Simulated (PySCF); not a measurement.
How exact exchange moves a shielding

Molecule: SMILES CS(=O)(=O)Cl, CH3ClO2S.

Mapped SMILES: `[CH3:1][S:2](=[O:3])(=[O:4])[Cl:5]` (H(Xn): hydrogen on atom n).

GIAO shieldings (ppm, equivalent atoms averaged) in PySCF 2.14.0 with density-fitted response routines on the PBE0-D3(BJ)/def2-SVP geometry, basis pcSseg-2, gas phase, non-relativistic:

```csv
functional,exact exchange (%),σ(C1),σ(O3/O4),σ(Cl5)
BLYP,0,117.4,-23.3,206.4
BP86,0,122.0,-19.8,228.3
PBE,0,122.5,-19.3,236.9
B3LYP,20,122.7,-6.1,240.5
mPW1PW91,25,128.2,1.9,275.8
HF,100,142.5,70.1,402.7
```

Q: Fit each shielding as a line in the percentage of exact exchange.

A: σ(C1) = 120.6 + 0.22 x (rms 2.1 ppm); σ(O3/O4) = -21.4 + 0.91 x (rms 1.8 ppm); σ(Cl5) = 221.6 + 1.80 x (rms 12.2 ppm). The functionals also differ in their semilocal parts, which the line can't hold; Hartree–Fock has no correlation at all.

Q: What does the line predict for PBE0 (25 %), and what does the run give?

A: σ(C1): 126.1 predicted, 128.9 computed; σ(O3/O4): 1.4 predicted, 2.4 computed; σ(Cl5): 266.6 predicted, 280.5 computed ppm.
